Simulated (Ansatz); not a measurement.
**C3H4ClF: how energies converge with the basis set**

The task here is to estimate one member of a computed series from the others.

Computed with Ansatz 0.2.0, Gaussian basis. Level: one geometry, several basis sets.

Plan: PBE0-D4/def2-SVP; ωB97M-V/def2-SVP; PBE0-D4/def2-QZVPP; ωB97M-V/def2-QZVPP; the functionals' def2-TZVPP values are taken from earlier runs.

## The geometry

An earlier PBE0-D4 in a triple-zeta def2 set relaxation fixed the geometry.

SMILES `C=C(Cl)CF`, 9 atoms, charge 0, spin multiplicity 1.

Atoms are counted from 1 here; the program's logs count them from 0.

Bond lengths: C1–C2 1.320 Å, C1–H6 1.082 Å, C1–H7 1.081 Å, C2–Cl3 1.730 Å, C2–C4 1.493 Å, C4–F5 1.373 Å, C4–H8 1.095 Å, C4–H9 1.095 Å. Angles: C2–C1–H6 119.2°, C2–C1–H7 121.7°, H6–C1–H7 119.1°, C1–C2–Cl3 122.5°, C1–C2–C4 126.1°, Cl3–C2–C4 111.5°, C2–C4–F5 111.0°, C2–C4–H8 110.0°, C2–C4–H9 110.0°, F5–C4–H8 108.7°, F5–C4–H9 108.7°, H8–C4–H9 108.5°.

The first run:

Contents of in.yaml:

```yaml
crystal:
  periodic: [false, false, false]
  atoms:
    - {symbol: C, position_ang: [0.513663, 0.866748, -0.981343]}
    - {symbol: C, position_ang: [0.505855, -0.077066, -0.059040]}
    - {symbol: Cl, position_ang: [1.936158, -0.930984, 0.407320]}
    - {symbol: C, position_ang: [-0.686449, -0.548329, 0.706320]}
    - {symbol: F, position_ang: [-1.814852, 0.134589, 0.326442]}
    - {symbol: H, position_ang: [-0.412729, 1.367105, -1.231881]}
    - {symbol: H, position_ang: [1.421969, 1.153160, -1.493124]}
    - {symbol: H, position_ang: [-0.847142, -1.617099, 0.529161]}
    - {symbol: H, position_ang: [-0.528074, -0.394422, 1.779046]}
basis:
  gaussian: {orbitals: def2-SVP}
hamiltonian: {xc: pbe0, dispersion: d4}
output: {orbitals: {seedname: orbitals}}
```

Launch:

```sh
$ ansatz run in.yaml --threads 2 --pin off --events-out ev --progress --plain --max-ram 4352MiB
```

Steps of the session up to this table: PBE0-D4 in def2-SVP; ωB97M-V in def2-SVP; PBE0-D4 in def2-QZVPP; ωB97M-V in def2-QZVPP.

One of the session's tables, all rows but one given; the rest of the session is left out.

It belongs to the step «Density functionals: the series». 

```
functional       basis  HOMO (eV)  LUMO (eV)
   PBE0-D4    def2-SVP      -7.52       0.00
   PBE0-D4  def2-TZVPP      -7.62      -0.25
   PBE0-D4  def2-QZVPP      -7.65      -0.35
   ωB97M-V    def2-SVP          ?          ?
   ωB97M-V  def2-TZVPP      -9.83       1.87
   ωB97M-V  def2-QZVPP      -9.86       1.66
```

Estimate the missing values for ωB97M-V, def2-SVP.

The run gave: HOMO (eV): -9.70; LUMO (eV): 2.23. In the column «HOMO (eV)» it lies between ωB97M-V, def2-TZVPP (-9.83) and PBE0-D4, def2-QZVPP (-7.65).
